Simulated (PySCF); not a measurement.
CHN, SMILES [C-]#[NH+] (connectivity only; charge and spin as stated), charge +1, multiplicity 2.

The structure is a stationary point at B3LYP-D3(BJ)/def2-TZVPD. The multiplicity is an assumed one; other spin states were not compared.

These are B3LYP-D3(BJ)/def2-TZVPD (PySCF) values and carry that method's errors.

Frequencies are harmonic and unscaled.

Modes within 1.5 cm⁻¹ of each other (mostly degenerate sets) share a row, with their intensities summed.

Computed normal modes with their intensities:
| mode | ν (cm⁻¹) | IR (km/mol) | moving atoms (share of kinetic energy) |
|---|---|---|---|
| 1–2 | 617 | 229.2 | H 75 %, N 20 % |
| 3 | 2320 | 0.0 | C 54 %, N 35 %, H 11 % |
| 4 | 3542 | 587.5 | H 85 %, N 13 % |
